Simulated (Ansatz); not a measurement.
Results of the Gaussian-basis code of Ansatz.

A structure relaxed at PBE0-D4/def2-TZVP, charge 0, multiplicity 1:

```json
{"atom": "C1", "x (Å)": "1.4678", "y (Å)": "-0.4075", "z (Å)": "0.1036"}
{"atom": "N2", "x (Å)": "0.2654", "y (Å)": "-0.5208", "z (Å)": "0.4526"}
{"atom": "C3", "x (Å)": "-0.6764", "y (Å)": "0.4631", "z (Å)": "-0.0195"}
{"atom": "O4", "x (Å)": "-1.8094", "y (Å)": "-0.1592", "z (Å)": "-0.5488"}
{"atom": "H5", "x (Å)": "2.1997", "y (Å)": "-1.1312", "z (Å)": "0.4608"}
{"atom": "H6", "x (Å)": "1.8317", "y (Å)": "0.3944", "z (Å)": "-0.5530"}
{"atom": "H7", "x (Å)": "-0.2681", "y (Å)": "1.0986", "z (Å)": "-0.8166"}
{"atom": "H8", "x (Å)": "-0.9314", "y (Å)": "1.0992", "z (Å)": "0.8411"}
{"atom": "H9", "x (Å)": "-2.0794", "y (Å)": "-0.8366", "z (Å)": "0.0797"}
```

Task: Give its formula and SMILES.

Result: C2H5NO, `C=NCO`.

Task: Summarise the bond lengths by kind.

Result: 2 × C–N 1.257 to 1.442 Å; 4 × C–H 1.090 to 1.100 Å; 1 × C–O 1.397 Å; 1 × H–O 0.963 Å.
